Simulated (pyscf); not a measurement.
H₂P–Ga (SMILES [PH2][Ga]) [singlet] + H₂O (SMILES O) -> HO–GaH–PH₂ (SMILES [OH][GaH][PH2]), an insertion (singlet surface; H–O broken, Ga–O, Ga–H formed). Optimised with ωB97X-D3(BJ)/def2-SVP in PySCF. MP2 and CC: frozen core, UHF for open shells. ΔMP2 is the change of the MP2 total energy from the triple- to the quadruple-zeta basis. Energies in kcal/mol from the separated reactants.

Small-basis levels: PySCF, no dispersion term, spherical d functions. 

Problem. Quick B3LYP/LANL2DZ single points give ΔE‡ = 20.6 kcal/mol and ΔE = -38.4 kcal/mol. What does CCSD(T)/def2-TZVPP + ΔMP2(QZVPP) give, and how far is the quick result from it?

Solution. CCSD(T)/def2-TZVPP + ΔMP2(QZVPP) gives ΔE‡ = 31.5 kcal/mol and ΔE = -28.3 kcal/mol. B3LYP/LANL2DZ lies 10.9 kcal/mol under it in the barrier and 10.1 kcal/mol under it in the reaction energy, so on this step it does not hold to within 3.0 kcal/mol. CCSD(T)/def2-TZVPP + ΔMP2(QZVPP) has limits of its own. On the reactant side the descent ends in a bound adduct (not fully relaxed), 10.2 kcal/mol under the separated species and 42.5 kcal/mol under the saddle at ωB97X-D3(BJ)/def2-TZVP. One saddle was located; it need not be the lowest between these sides. The CCSD(T) − MP2 part came from Ansatz, without density fitting, on the same reference. The frozen core leaves the outer d or s,p core shells of the metals and heavy elements correlated in the MP2 and CC values, and def2-TZVPP describes them poorly, which can shift differences by a few kcal/mol. In the def2 sets elements up to Kr have no core potential.
